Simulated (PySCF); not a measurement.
**Si: ionisation energy**

Si [Ne] 3s2 3p2 (3P) → Si⁺ [Ne] 3s2 3p1 (2P), as a difference of total energies. All numbers are calculated (PySCF 2.14, scalar relativity by spin-free X2C-1e, in cc-pVTZ-DK (5s4p2d1f, 34 functions)). Correlated levels: valence: [Ne] frozen. The calculations carry no spin-orbit coupling.

| method | ionisation energy (eV) |
| --- | --- |
| UHF | 7.630 |
| BP86 | 8.245 |
| MP2 (valence) | 8.031 |
| CCSD (valence) | 8.060 |
| CCSD(T) (valence) | 8.097 |

Task: Estimate what LDA gives.

Result: 8.223 eV, closest to BP86 among the rows shown.

Task: Estimate what SCS-MP2 (valence) gives.

Result: 7.946 eV, closest to MP2 (valence) among the rows shown.

Errors of the correlated levels include the incompleteness of this basis and the frozen core.

For comparison: 8.157 eV (measured; NIST levels, between the centres of gravity of the two terms).
